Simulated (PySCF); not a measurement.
# HNO (SMILES N=O) at SVWN5/def2-SVP (max memory mb 1860, preoptimised minimum)

We compute an optimisation with harmonic vibrations of HNO. The job is set up through a Python script.

Program for the calculation: PySCF 2.14.0.

## (1) The molecule

The species is HNO (3 atoms), typed as a singlet with charge 0. As SMILES, `N=O`. The shape is that of a GFN2-xTB symmetrised optimisation. The run starts from this shape.

Bond lengths: N1–O2 1.201 Å, N1–H3 1.062 Å. Angles: O2–N1–H3 112.4°.

## (2) An optimisation with harmonic vibrations at SVWN5/def2-SVP (max memory mb 1860, preoptimised minimum)

mol.xyz reads:

```xyz
3
HNO
N     -0.531800    -0.029419    -0.291998
O      0.512720     0.091391     0.288932
H     -0.748500    -1.041879    -0.528598
```

input.py reads:

```python
# nitroxyl
from pyscf import gto, dft, symm
from pyscf.hessian import thermo
from pyscf.geomopt.geometric_solver import kernel as optimise

system = gto.M(
    atom='mol.xyz',
    spin=0,
    max_memory=1860,
    verbose=3,
    basis='def2-svp',
)

myscf = dft.RKS(system, xc='svwn')
myscf.conv_tol = 1e-10
myscf.grids.level = 4
converged, mol_eq = optimise(myscf, maxsteps=80)
print('converged:', converged)
print(mol_eq.tostring())

myscf.reset(mol_eq)
system = mol_eq
myscf.kernel()
e_tot = myscf.e_tot
print('E(%s) = %.9f' % ('SVWN5', e_tot))
hess = myscf.Hessian().kernel()
modes = thermo.harmonic_analysis(system, hess)
thermo.dump_normal_mode(system, modes)
symm.geom.TOLERANCE = 1e-3  # for the symmetry number
th = thermo.thermo(myscf, modes['freq_au'], 298.15, 101325)
thermo.dump_thermo(system, th)
```

Command:

```
$ OMP_NUM_THREADS=1 python input.py
```

**Question.** What will come out? Wanted: total energy; dipole moment; HOMO energy; LUMO energy; HOMO–LUMO gap; lowest harmonic wavenumber; highest harmonic wavenumber; zero-point energy; ideal-gas entropy at 298.15 K.

**Answer.** As computed:

Level: SVWN5/def2-SVP (max memory mb 1860, preoptimised minimum).

| quantity | value |
| --- | --- |
| total energy | -129.39055 Eh |
| dipole moment | 1.56 D |
| HOMO energy | -5.07 eV |
| LUMO energy | -4.19 eV |
| HOMO–LUMO gap | 0.88 eV |
| lowest harmonic wavenumber | 1497 cm⁻¹ |
| highest harmonic wavenumber | 2574 cm⁻¹ |
| zero-point energy | 34.6 kJ/mol |
| ideal-gas entropy at 298.15 K (symmetry number 1 as used) | 52.8 cal/(mol K) |

In words: At the final geometry: Bond lengths: N1–O2 1.193 Å, N1–H3 1.098 Å. Angles: O2–N1–H3 109.3°. All 3 modes are real, so the shape is a minimum at this level.
